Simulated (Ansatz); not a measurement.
A made-up structure of CHOSi, doublet:

C1  (0.463, -0.309, 0.377)
Si2  (-0.817, 0.306, -0.617)
O3  (1.200, -1.286, 1.077)
H4  (-0.925, 1.677, -0.970)
(Å)

It is relaxed with PBE-D4/def2-SVP and then PBE0-D4/def2-TZVP (Ansatz 0.2.0). Atoms count as bonded within 1.22 times the sum of their covalent radii (H–H: 0.88 Å). The end point is not checked to be a true minimum.

(1) Does its bonding change? (A judgement: the text doesn't fix the answer.)

Answers

(1) The calculation gives: No: no bond forms or breaks.

Where it ends: The first stage lowers the energy by 2.21 eV in 10 steps. It ends as CHOSi ([O][C][SiH]):
```
4
angstrom
C 0.3258 -0.3910 0.3008
Si -1.0903 0.1041 -0.7608
O 1.1621 -0.8156 0.9547
H -0.4757 1.4908 -0.6269
```

Labels in which every atom is bracketed show which atoms are joined, not bond orders.

For scale, one of the runs: PBE0-D4/def2-TZVP relaxation, 105 basis functions, launched by `ansatz run in.yaml --threads 2 --pin off --events-out ev --progress --plain --max-ram 4352MiB`. The run took about 11 s on 2 CPU threads of an Arm Neoverse V2 (shared host).
